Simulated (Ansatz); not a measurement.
Basis-set extrapolation for C3H6ClFO (`CC(Cl)OCF`) (PBE0-D4/def2-TZVP geometry, frozen core, Ansatz 0.2.0). Multiplicity 1, RHF reference.

|  | def2-TZVPP | def2-QZVPP |
| --- | --- | --- |
| HF | -751.029559 | -751.055476 |
| MP2 correlation | -1.188184 | -1.284420 |
| CCSD(T) correlation | -1.279944 | not run |

Energies in hartree. Use E(X) = E(∞) + A·exp(−7.88·√X) for Hartree–Fock and E(X) = E(∞) + B·X^(−2.97) for correlation, with X = 3 and 4, and add CCSD(T) minus MP2 of the smaller set to the MP2 limit.

What is the CCSD(T) energy at the basis-set limit?

HF limit: -751.055476 + (-0.025917) × 0.13774 = -751.05905. MP2 limit: -1.284420 + (-0.096236) × 0.74074 = -1.35571. Higher-order term: -1.279944 − (-1.188184) = -0.09176. Total: -752.50652 hartree, 517.3 kJ/mol below CCSD(T)/def2-TZVPP.
